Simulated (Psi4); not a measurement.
# PBE/jun-cc-pVDZ (sweep point 2) run of OH− (hydroxide)

What is the vertical ionisation energy of OH− (hydroxide) at PBE/jun-cc-pVDZ (sweep point 2)? 

The calculation is run with Psi4 1.11.

## 1. The system as given

The species is OH− (2 atoms), meant as a singlet with charge -1. As SMILES, `[OH-]`. The shape is that of a PBE0-D4/def2-TZVPD optimisation.

Bond lengths: O1–H2 0.964 Å.

## 2. The energy at PBE/jun-cc-pVDZ (sweep point 2)

job.dat

```
memory 1600 MB

molecule mol {
  -1 1
  O      0.411800    -0.131800     0.212500
  H     -0.411800     0.131800    -0.212500
  units angstrom
  symmetry c1
}

set globals {
  basis                jun-cc-pVDZ
  puream               true
  scf_type             pk
  dft_radial_points    99
  dft_spherical_points 590
}

energy("pbe")
```

Launch:

```bash
$ psi4 job.dat job.out -n 1
```

job.out:

```text
[...]
  Running in c1 symmetry.
[...]
  Nuclear repulsion =    4.393567039872164
[...]
  Multiplicity = 1
[...]
  Nalpha       = 5
  Nbeta        = 5
[...]
    Number of basis functions: 23
[...]
   @RKS iter   1:   -75.32151748962096    2.05685e-02   4.16289e-02 DIIS/ADIIS
[...]
   @RKS iter   8:   -75.73158761379887   -8.97531e-08   4.00766e-07 DIIS
[...]
    Orbital Energies [Eh]
    ---------------------
    Doubly Occupied:
       1A    -18.423119     2A     -0.521148     3A     -0.051009
       4A      0.084085     5A      0.084085
[...]
  @RKS Final Energy:   -75.73158761379887
   => Energetics <=
    Nuclear Repulsion Energy =              4.3935670398721642
    One-Electron Energy =                -116.1525034189089354
    Two-Electron Energy =                  45.0502067915019353
    DFT Exchange-Correlation Energy =      -9.0228580262640268
    Empirical Dispersion Energy =           0.0000000000000000
    VV10 Nonlocal Energy =                  0.0000000000000000
    Total Energy =                        -75.7315876137988653
[...]
 Multipole Moments:
 ------------------------------------------------------------------------------------
     Multipole            Electronic (a.u.)      Nuclear  (a.u.)        Total (a.u.)
 ------------------------------------------------------------------------------------
 L = 1.  Multiply by 2.5417464519 to convert [e a0] to [Debye]
 Dipole X            :         -0.0000000           -0.0000000           -0.0000000
 Dipole Y            :         -0.0000000           -0.0000000           -0.0000000
 Dipole Z            :          0.2295076           -0.8494811           -0.6199736
 Magnitude           :                                                    0.6199736
[...]
```

Wall time 3.3 s (1 thread of Intel Xeon 6975P-C (Granite Rapids), shared host); peak memory 0.29 GiB.

## 3. Doublet neutral OH at the same level

input.in

```
memory 1600 MB

molecule geom {
  0 2
  O      0.411800    -0.131800     0.212500
  H     -0.411800     0.131800    -0.212500
  symmetry c1
}

set basis jun-cc-pVDZ
set reference uks
set puream true
set scf_type pk
set dft_radial_points 99
set dft_spherical_points 590
set maxiter 150

energy('pbe')
print_variables()
```

Launch:

```bash
$ psi4 input.in input.out -n 1
```

input.out:

```text
[...]
  Running in c1 symmetry.
[...]
  Nuclear repulsion =    4.393567039872164
[...]
  Multiplicity = 2
[...]
  Nalpha       = 5
  Nbeta        = 4
[...]
    Number of basis functions: 23
[...]
   @UKS iter   1:   -75.59467170225896   -2.52586e-01   1.71907e-02 DIIS/ADIIS
[...]
   @UKS iter   8:   -75.65999055546423   -3.28015e-10   1.08307e-07 DIIS
[...]
   @S^2 Observed:                7.518575193E-01
[...]
    Orbital Energies [Eh]
    ---------------------
    Alpha Occupied:
       1A    -18.849352     2A     -0.940624     3A     -0.430731
       4A     -0.366049     5A     -0.292717
    Alpha Virtual:
       6A      0.014261     7A      0.097790     8A      0.108674
       9A      0.109326    10A      0.166655    11A      0.680678
      12A      0.951487    13A      0.974205    14A      0.996833
      15A      1.208543    16A      1.228892    17A      1.429637
      18A      2.020059    19A      2.420750    20A      2.421687
      21A      2.739135    22A      2.793910    23A      3.482627
[...]
  @UKS Final Energy:   -75.65999055546423
   => Energetics <=
    Nuclear Repulsion Energy =              4.3935670398721642
    One-Electron Energy =                -112.5590526287856505
    Two-Electron Energy =                  41.2966335859143925
    DFT Exchange-Correlation Energy =      -8.7911385524651404
    Empirical Dispersion Energy =           0.0000000000000000
    VV10 Nonlocal Energy =                  0.0000000000000000
    Total Energy =                        -75.6599905554642334
[...]
 Multipole Moments:
 ------------------------------------------------------------------------------------
     Multipole            Electronic (a.u.)      Nuclear  (a.u.)        Total (a.u.)
 ------------------------------------------------------------------------------------
 L = 1.  Multiply by 2.5417464519 to convert [e a0] to [Debye]
 Dipole X            :          0.0000000           -0.0000000            0.0000000
 Dipole Y            :         -0.0000000           -0.0000000           -0.0000000
 Dipole Z            :          0.1592529           -0.8494811           -0.6902283
 Magnitude           :                                                    0.6902283
[...]
```

Run time: 2.9 s. Hardware: 1 thread of Intel Xeon 6975P-C (Granite Rapids), shared host; peak memory 0.3 GiB.

## 4. Summary of results

Level: PBE/jun-cc-pVDZ (sweep point 2).

```
                                                          quantity         value
                                         singlet OH−: total energy  -75.73159 Eh
                                          singlet OH−: HOMO energy       2.29 eV
                                          singlet OH−: LUMO energy       7.29 eV
singlet OH−: HOMO–LUMO gap (to an unbound level, set by the basis)       5.00 eV
                                  doublet neutral OH: total energy  -75.65999 Eh
                                 doublet neutral OH: dipole moment        1.75 D
            doublet neutral OH: HOMO energy (highest over α and β)      -7.31 eV
             doublet neutral OH: LUMO energy (lowest over α and β)      -6.49 eV
                                          doublet neutral OH: ⟨S²⟩         0.752
               vertical detachment energy (to the doublet neutral)      1.948 eV
```

**Reading.** The vertical ionisation energy comes to 1.95 eV (188 kJ/mol). The negative HOMO energy of the first species, -2.29 eV, lies 4.24 eV below that difference. The HOMO (singlet OH−) lies at positive energy, 2.29 eV, as semi-local functionals often give for anions; only total energies tell whether the electron is bound.
